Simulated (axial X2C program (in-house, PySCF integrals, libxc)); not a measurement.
# Low determinants of O₂ at the PBE0 level, two-component

Calculated with an in-house relativistic program for diatomic molecules. Two-component (2c) means X2C with spin–orbit coupling and atomic mean-field two-electron Coulomb and Gaunt terms. Basis: O dyall-av3z [7s6p3d2f] (cores contracted in-house); Gaussian nuclei, density fitting, unrestricted open shells. Masses: O 15.995 u.

Search at 1.195 Å (vertical energies from the lowest determinant):

```
ΔE (eV)  state  electrons beyond evenly filled partner blocks  electrons in ±ω = 1/2, 3/2, 5/2, 7/2
   0.00  Ω = 1                              ω = -1/2, ω = 3/2                              13 3 0 0
   1.21  Ω = 0                                           none                              14 2 0 0
   1.23  Ω = 2                               ω = 1/2, ω = 3/2                              13 3 0 0
   1.25  Ω = 0                                           none                              12 4 0 0
```

Lowest determinant, Ω = 1 (⟨Sz⟩ = 1.00, ⟨Lz⟩ = 0.00 at PBE0): Re = 1.193 Å, ωe = 1708.0 cm⁻¹.

The determinant in row 2 of the search, Ω = 0 (closed shell), was followed along the bond at PBE0; measured from the minimum of the lowest determinant it gives:

Te = 1.208 eV (9742 cm⁻¹), Re = 1.193 Å, ωe = 1698.4 cm⁻¹.

(1) Compare the bond of the determinant in row 2 with that of the lowest one.

The search compares states at one distance, so a state with another bond length can lie lower; it is not exhaustive and yields mostly the lowest determinant of each block pattern, so other components and higher states of one pattern are missing. These are energies of single determinants, not of spin-adapted states; PBE0 term energies can be off by some tenths of an eV, and the functional has no current term. Open-shell Ω = 0 determinants with evenly filled partner blocks cannot be reached by this program, so the Ω shown need not be the lowest component. A closed-shell Ω = 0 row of a π² shell mixes the 0⁺ component of the triplet with ¹Σ⁺ and matches no level; 0⁺ can lie lowest.

## Answers

(1) At PBE0 its Re is the same within 0.001 Å and its force constant, which goes as ωe², is 0.99 times that of the lowest determinant. T0 ≈ Te + Δωe/2 = 9742 + (-5) = 9737 cm⁻¹.
